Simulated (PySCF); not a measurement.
## Functional dependence of a UV spectrum

Nitrogen trifluoride, NF₃.
Numbering: `[F:1][N:2]([F:3])[F:4]`

Geometry (PBE0-D3(BJ)/def2-SVP, Å), atoms numbered from 1 in this order:
```
atom  x, y, z in Å
F1    -0.5514    1.0728   -0.1658
N2     0.0076   -0.0031    0.4329
F3    -0.6444   -1.0331   -0.1513
F4     1.2262   -0.0619   -0.1488
```

Linear-response calculations in the def2-SVPD basis (PySCF; singlets by full response, triplets Tamm–Dancoff, core orbitals frozen in the response; HF means time-dependent Hartree–Fock). 'Strongest' is the level of largest summed f among the singlets computed (10 roots, of which the last may lack a degenerate partner); it can jump between rows when another state enters that window. S1 is the lowest singlet of each run and needn't be the same state throughout; f(S1) is that of one state. Isolated species at its PBE0-D3(BJ)/def2-SVP geometry, gas phase.

```tsv
functional	kind	S1 (eV)	f(S1)	strongest (eV)	T1 (eV)	HOMO (eV)	gap (eV)	ionisation energy, ΔSCF (eV)
LDA	LDA	7.91	0.008	8.49	6.77	-8.51	7.36	13.17
PBE	GGA	7.99	0.010	8.60	6.76	-8.35	7.57	12.92
B3LYP	global hybrid, 20% exact exchange	8.51	0.011	8.92	6.93	-10.02	10.26	13.44
```

What does HF (Hartree–Fock) give?

S1 (eV) 9.97, f(S1) 0.073, strongest (eV) 13.43, T1 (eV) 7.38, HOMO (eV) -15.21, gap (eV) 19.25, ionisation energy, ΔSCF (eV) not settled. S1 runs from 7.91 eV (LDA) to 9.97 eV (HF), a spread of 2.06 eV, while the orbital gap spreads over 11.9 eV. Along PBE (0%), B3LYP (20%), HF (100%) S1 rises with the share of exact exchange. −ε(HOMO) comes closest to its own ΔSCF ionisation energy with B3LYP (-3.43 eV) and misses most with LDA (-4.66 eV). 'Not settled' means that the ion's SCF failed to converge or may have ended in another state than the lowest.
